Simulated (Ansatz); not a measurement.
`CC1(F)C=N1` and `FCC1(F)C=N1` differ in one atom or group.

Ansatz, PBE0-D4/def2-TZVP geometries, multiplicity 1. Each molecule was computed in one conformer, which needn't be the lowest.

```json
{"property": "LUMO energy (ωB97M-V/def2-TZVPP) / eV", "`CC1(F)C=N1`": "1.37"}
{"property": "size of the dipole moment (PBE/def2-TZVPP) / D", "`CC1(F)C=N1`": "2.53"}
{"property": "HOMO energy (B3LYP/def2-TZVPP) / eV", "`CC1(F)C=N1`": "-7.68"}
{"property": "LUMO energy (PBE0/def2-TZVPP) / eV", "`CC1(F)C=N1`": "-0.95"}
{"property": "HOMO energy (PBE/def2-TZVPP) / eV", "`CC1(F)C=N1`": "-6.44"}
{"property": "HOMO–LUMO gap (PBE0/def2-TZVPP) / eV", "`CC1(F)C=N1`": "6.93"}
```

Q: Give the same properties after the change, and the shifts. (An estimate is asked.)

A: The calculation gave: 
```
                                      property  `FCC1(F)C=N1`  shift
         LUMO energy (ωB97M-V/def2-TZVPP) / eV           0.97  -0.40
size of the dipole moment (PBE/def2-TZVPP) / D           1.88  -0.65
           HOMO energy (B3LYP/def2-TZVPP) / eV          -8.19  -0.51
            LUMO energy (PBE0/def2-TZVPP) / eV          -1.35  -0.40
             HOMO energy (PBE/def2-TZVPP) / eV          -6.93  -0.49
          HOMO–LUMO gap (PBE0/def2-TZVPP) / eV           7.05   0.12
```

With PBE0 the HOMO falls by 0.52 eV and the LUMO falls by 0.40 eV, so the gap widens by about 0.12 eV. PBE moves the HOMO by -0.49 eV and ωB97M-V by -0.52 eV. Dipoles are sizes alone; their direction can turn.

B3LYP here is the variant with VWN-RPA as its local correlation; programs differ in this.
